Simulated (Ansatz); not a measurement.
Results of PBE0-D3(BJ) in Ansatz (plane waves, PAW) for grey tin (α-Sn).

Run with plane-wave cutoff 460 eV, 8×8×8 k mesh, Fermi–Dirac smearing 0.01 eV, scalar-relativistic PAW data made under PBE.

Computed at the level's own relaxed cell.

Question: What does this level give for the band gap, bulk modulus B0, lattice constant a, equilibrium volume per atom and width of the whole s-p valence band?

Answer: 
- band gap = 0.46 eV (on the SCF k mesh)
- bulk modulus B0 = 49.3 GPa
- lattice constant a = 6.462 Å
- equilibrium volume per atom = 33.73 Å³/atom
- width of the whole s-p valence band = 12.05 eV

Measured, for comparison: band gap 0 eV (temperature not stated, no zero-point or thermal correction; as tabulated in Das et al. (2018), arXiv:1807.05623); bulk modulus 42.8 GPa (0 K value with the zero-point phonon effect removed; as tabulated in Mejia-Rodriguez and Trickey (2018), arXiv:1807.09216); lattice constant a 6.477 Å, equilibrium volume per atom 33.97 Å³/atom (static lattice: zero-point anharmonic expansion removed; as tabulated in Mejia-Rodriguez and Trickey (2018), arXiv:1807.09216). Computed (rounded) less measured: bulk modulus +15 %, lattice constant a -0.2 %, equilibrium volume per atom -0.7 %.

Spin–orbit coupling is not included.

The computed numbers hold no vibrational or temperature effects.

Ansatz is an electronic-structure program.
